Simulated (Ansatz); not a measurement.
Relaxation of CH2AlSi (5 atoms, charge 0, multiplicity 2), to a largest force component of 0.02 eV/Å in at most 50 steps.

Method: Ansatz 0.2.0, UKS PBE-D4/def2-SVP.

```xyz
5
Properties=species:S:1:pos:R:3
Al -1.590 -0.147 -0.354
C -0.045 -0.582 0.781
Si 1.539 0.041 0.536
H -2.832 0.213 -1.425
H 0.344 -1.128 1.641
```

Where does it end, and by what steps?

The run converged. After 10 steps the energy has fallen by 1.814 eV; Si3 moved furthest, 0.64 Å. Joined: Al1–Si3.

| step | energy less start (eV) | largest force component (eV/Å) | accepted |
| --- | --- | --- | --- |
| 0 | 0.0000 | 1.486 | yes |
| 1 | -0.7334 | 1.219 | yes |
| 2 | -1.1675 | 0.959 | yes |
| 3 | -1.4197 | 1.087 | yes |
| 4 | -1.6289 | 0.734 | yes |
| 5 | -1.6444 | 1.151 | yes |
| 6 | -1.7827 | 0.892 | yes |
| 7 | -1.8132 | 0.129 | yes |
| 8 | -1.8140 | 0.039 | yes |
| 9 | -1.8139 | 0.054 | no |
| 10 | -1.8142 | 0.011 | yes |

```xyz
5
Properties=species:S:1:pos:R:3
Al -1.109 0.030 -0.469
C 0.021 -0.669 0.919
Si 1.218 0.305 0.055
H -2.568 0.078 -1.102
H -0.145 -1.348 1.775
```

The run took 51 s on 1 thread of Arm Neoverse N1, with other jobs on the host, peak memory 0.14 GiB.
